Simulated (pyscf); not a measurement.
Structures and frequencies: ωB97X-D3(BJ)/def2-SVP in PySCF.

**Question.** For the elementary gas-phase step H₂Si=N–SiH₃ + hydrogen (H₂) → HN=SiH₂ + silane (SiH₄) (singlet surface; N–Si, H–H broken, H–N, H–Si formed), what barrier and reaction energy does ωB97M-D3(BJ)/def2-TZVP give, measured from the separated reactants?

**Answer.** ΔE‡ = 49.0 kcal/mol, ΔE = +13.3 kcal/mol. Zero-point energy shifts the barrier by +2.2 kcal/mol. It is a four-centre exchange, with an imaginary mode of 1383i cm⁻¹. H₂Si=N–SiH₃ lies 10.1 kcal/mol over its isomer :HSi–NH–SiH₃ [singlet] (electronic energy, ωB97M-D3(BJ)/def2-TZVP). HN=SiH₂ lies 18.2 kcal/mol over its isomer H₂N–SiH: [singlet] (electronic energy, ωB97M-D3(BJ)/def2-TZVP). One saddle was located; it need not be the lowest between these sides.
